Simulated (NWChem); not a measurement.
System: ethanol (C2H6O); SMILES CCO

```xyz
9

C      0.2487    -1.2036     0.0330
C     -0.5415     0.0900    -0.0189
O      0.2657     1.2331     0.0847
H     -0.4167    -2.0808     0.0084
H      0.8528    -1.2501     0.9518
H      0.9345    -1.2858    -0.8272
H     -1.1654     0.1124    -0.9364
H     -1.2425     0.1340     0.8303
H      0.8768     1.2319    -0.6592
```
Atoms are numbered in this order, from 1.

Program: NWChem. Geometry optimised at PBE0/def2-SVP; all other runs use it. Pople sets run with spherical d functions. Vzz has the sign of the potential's second derivative.

```tsv
quantity	level	value
first state with f > 0.002 (eV), O K edge, unshifted	B3LYP/6-311G**, TDA	519.3
dipole in solution (D) in 1,4-dioxane	M06-2X/6-31G*, SMD	1.84
−ε(HOMO) (eV)	PBE0/6-31+G*	…
Vzz O3 (a.u.)	B3LYP/cc-pVTZ	…
orbital gap (eV)	M06-L/6-31G*	…
charge (e), ESP C1	Hartree-Fock/6-31G*	-0.24
dipole (D)	PBE0/def2-SVP	…
highest harmonic frequency (cm⁻¹)	PBE0/def2-SVP	3879
```

Problem. Some entries are withheld; supply them.

Solution. 
- −ε(HOMO) (eV), value: 7.86
- Vzz O3 (a.u.), value: -1.888
- orbital gap (eV), value: 8.42
- dipole (D), value: 1.62
